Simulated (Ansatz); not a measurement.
# Iridium, fcc under PBE: from relaxation to bulk modulus

The plan for iridium in the fcc structure: relax it, solve it on a dense k-mesh, switch on spin-orbit coupling, then scale the cell to 7 volumes from 88 to 112 % of the relaxed one and try a fit of the equation of state. The k-meshes are 14×14×14 for the relaxation; 23×23×23 for the dense run; 14×14×14 for spin-orbit coupling; 23×23×23 for the volumes. It starts from a deposited cell (COD).

Computed with Ansatz 0.2.0 (DFT PBE, plane waves (420 eV) with PAW, scalar-relativistic, unless a step says otherwise).

### 1 The structure to begin with

Symmetry: Fm-3m, No. 225, cubic system. Conventional cell: a = 3.839 Å, b = 3.839 Å, c = 3.839 Å, α = 90.00°, β = 90.00°, γ = 90.00°. Ir (site symmetry m-3m) is surrounded by 12 Ir at 2.71 Å.

Coordinates:

```xyz
1
Lattice="0.0000 1.9197 1.9197 1.9197 0.0000 1.9197 1.9197 1.9197 0.0000" Properties=species:S:1:pos:R:3 pbc="T T T"
Ir    0.0000    0.0000    0.0000
```

### 2 Relaxing cell and atoms

The input, input.yaml:

```yaml
crystal:
  lattice:
    - [0.0, 1.9197, 1.9197]
    - [1.9197, 0.0, 1.9197]
    - [1.9197, 1.9197, 0.0]
  atoms:
    - { symbol: Ir, position: [0.0, 0.0, 0.0] }
hamiltonian:
  xc: pbe
  pseudopotentials:
    kind: paw
    azcp:
      Ir: "pseudopotentials/Ir.paw.azcp"
basis:
  ecutwfc: 420
  fft_grid_basis: typed
kpoints:
  mp_grid: { grid: [14, 14, 14], shift: [0, 0, 0] }
magnetization:
  spin_polarized: false
scf:
  occupations: { method: fermi_dirac, width: 0.1 }
relax:
  max_steps: 60
  f_tol: 0.01
  cell: {}
```

The runs that follow: The energy on a finer k-mesh; Spin-orbit coupling switched on; Equation of state: 88 %; Equation of state: 92 %; Equation of state: 96 %; Equation of state: 100 %; Equation of state: 104 %; Equation of state: 108 %; Equation of state: 112 %.

Before running it: what results should come out? Wanted: space group; conventional cell; volume; shortest distance; gap on the mesh; V₀, B₀, B₀′.

As calculated:

| quantity | value |
| --- | --- |
| space group (spins left aside) | Fm-3m (No. 225) |
| conventional cell | a = 3.872 Å |
| volume | 14.514 Å³/atom |
| shortest distance | 2.738 Å |
| against the deposited volume | +2.6 % (14.149 Å³/atom) |
| gap on the mesh | none (levels filled in part) |
| V₀, B₀, B₀′ | 14.492 Å³/atom, 348 GPa, 5.1 |

**Reading.** The relaxed volume lies 2.6 % above the deposited cell. Zero-point motion and any thermal expansion in the deposited cell, which the calculation lacks, would widen the miss. No gap shows: it is a metal or semimetal at this level. Totals with and without spin-orbit coupling (-31.9 eV/atom apart) can't be read as binding, since the two-component data shift the zero of energy. B₀ comes out at 348 GPa, among the stiffest elements.
